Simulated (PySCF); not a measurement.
**Nuclear quadrupole coupling in chlorobenzene**

Species: chlorobenzene, C₆H₅Cl.
Numbering: `[Cl:1][c:2]1[cH:3][cH:4][cH:5][cH:6][cH:7]1` (hydrogens: H8 on C3; H9 on C4; H10 on C5; H11 on C6; H12 on C7)

Cartesian coordinates in Å at the PBE0-D3(BJ)/def2-TZVP level; atoms count from 1:
```
atom  x, y, z in Å
Cl1    2.9925    0.0483   -0.5511
C2     1.2921    0.0180   -0.2393
C3     0.4509    0.8412   -0.9713
C4    -0.9114    0.8114   -0.7158
C5    -1.4257   -0.0307    0.2589
C6    -0.5703   -0.8482    0.9826
C7     0.7942   -0.8292    0.7381
H8     0.8631    1.4943   -1.7298
H9    -1.5730    1.4534   -1.2856
H10   -2.4911   -0.0497    0.4542
H11   -0.9642   -1.5090    1.7459
H12    1.4709   -1.4630    1.2968
```

Field gradients from the PBE0/pcSseg-2 density (PySCF, non-relativistic), principal values in atomic units, ordered |Vxx| ≤ |Vyy| ≤ |Vzz|:

| atom | Vxx | Vyy | Vzz |
| --- | --- | --- | --- |
| Cl1 | -1.7009 | -2.0446 | 3.7455 |

Question: Find the asymmetry η = (Vxx − Vyy)/Vzz and the couplings χ = eQV/h (234.96 MHz × Q in barn × V in au), with Q(35Cl) = −0.0817 b.

Answer: 
```tsv
atom	environment	nucleus	η	χzz (MHz)	χxx (MHz)	χyy (MHz)
Cl1	aryl chlorine	35Cl	0.09	-71.90	32.65	39.25
```

Question: What is Vzz at Cl1 in SI units (1 au = 9.71736 × 10²¹ V/m²)?

Answer: 3.7455 au = 36.397 × 10²¹ V/m².

Question: And the gradient at the other heavy atoms, for which no coupling is worked out here?

Answer: 
```tsv
atom	environment	Vzz (au)	η
C2	aromatic C–Cl carbon	-0.407	0.43
C3	aromatic CH carbon	0.300	0.23
C4	aromatic CH carbon	0.349	0.18
C5	aromatic CH carbon	0.331	0.19
C6	aromatic CH carbon	0.349	0.18
C7	aromatic CH carbon	0.300	0.23
```

Question: What couplings would deuterons (Q(2H) = 0.00286 b) have in place of the hydrogens, at this geometry?

Answer: 
```tsv
atom	bonded to	bond length (Å)	Vzz (au)	η	χzz (kHz)
H8	C3	1.082	0.2950	0.07	198
H9	C4	1.084	0.2950	0.06	198
H10	C5	1.083	0.2962	0.07	199
H11	C6	1.084	0.2950	0.06	198
H12	C7	1.082	0.2950	0.07	198
```

Isolated species at its PBE0-D3(BJ)/def2-TZVP geometry, gas phase.
